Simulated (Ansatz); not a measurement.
Which is lower?

Two relaxed structures of CH5Si2 (charge -1), singlet (PBE0-D4/def2-TZVPD; forces vanish, vibrations not checked).

A:

C1  (0.587, -0.546, 0.697)
Si2  (0.020, 0.751, -0.588)
Si3  (-1.886, 0.983, -1.625)
H4  (-2.395, -0.261, -0.863)
H5  (1.215, 1.658, -0.775)
H6  (0.866, -0.079, 1.648)
H7  (1.450, -1.119, 0.341)
H8  (-0.233, -1.244, 0.885)
(Å)

B:

```
atom    x (Å)    y (Å)    z (Å)
  C1   0.0072   0.7412  -0.5866
 Si2  -1.5540   0.8973  -1.4080
 Si3   0.5007  -0.5063   0.6264
  H4  -2.2837  -0.3150  -0.7702
  H5   0.7669   1.4861  -0.8396
  H6   0.9289   0.0219   1.9804
  H7   1.6999  -1.3534   0.2524
  H8  -0.5840  -1.4917   0.9265
```

Program: Ansatz 0.2.0. Basis: def2-TZVPPD. Cores are frozen in the correlated methods. B3LYP uses VWN-RPA correlation.

**Question.** Which structure is lower at CCSD(T), and by how much? (An estimate is asked for; the value comes from the calculation.)

**Answer.** The calculation gives: A, by 1.99 kcal/mol (electronic energy, against the other). By their contacts, A is CH₅Si₂ ([CH3][SiH][SiH]), total charge -1 and B is CH₅Si₂ ([SiH][CH][SiH3]), total charge -1.

**Question.** Do the other methods give the same order? (Judge from chemistry; the calculation decides.)

**Answer.** The calculation gives: Not all: wB97M-V, HF give the other order.

```
   method  E(B) − E(A) (kcal/mol)
   PBE-D4                    6.25
r2SCAN-D4                    4.03
  PBE0-D4                    5.09
 B3LYP-D4                    0.57
  wB97M-V                   -0.67
       HF                   -5.29
      MP2                    0.23
     CCSD                    0.74
  CCSD(T)                    1.99
```

No T1 diagnostic of these runs exceeds 0.017. The restricted Hartree–Fock reference is unstable towards an unrestricted one at one or more of these structures.

Labels in which every atom is bracketed show which atoms are joined, not bond orders.

For scale, one of the runs: CCSD(T)/def2-TZVPPD, 218 basis functions, launched by `ansatz run in.yaml --threads 2 --pin off --events-out ev --progress --plain --max-ram 4352MiB`. Hardware: 2 CPU threads of an Arm Neoverse V1, shared host. Wall time 62 s; peak host memory 3 GiB.
